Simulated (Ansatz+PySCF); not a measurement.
Values are calculated unless marked as measured or tabulated.
**Several solutions for triplet NH2F in separate pieces**

```xyz
4

N     0.0000    0.0000   -0.1308
H     0.0000    0.0000    0.9159
H    30.0000    0.0000   -2.9815
F    30.0000    0.0000    0.3313
```

Basis set: 6-31G (spherical functions). Charge 0, multiplicity 3.

UHF was run from several starts with Ansatz (development build ahead of 0.2.0) and PySCF 2.14.0.

```
run  program                                 start  converged  energy (hartree)  <S²>
  A    PySCF  guess huckel, instabilities followed        yes        -154.80197  3.01
  B   Ansatz               atomic start, no search        yes        -154.80197  3.01
  C    PySCF    guess atom, instabilities followed        yes        -154.80197  3.01
  D    PySCF      guess 1e, instabilities followed        yes        -154.80197  3.01
  E    PySCF                      program defaults         no                 –     –
  F   Ansatz               stability test followed        yes        -154.80197  3.01
  G    PySCF   guess minao, instabilities followed        yes        -154.80197  3.01
  H   Ansatz           search for the lowest state        yes        -154.80197  3.01
```

**Question.** Which runs reached the lowest solution of this kind, and what is wrong with the others?

**Answer.** A, B, C, D, F, G, H reached the lowest solution found. Not converged: E. Caution: the unrestricted determinant is a mixture of spin states.
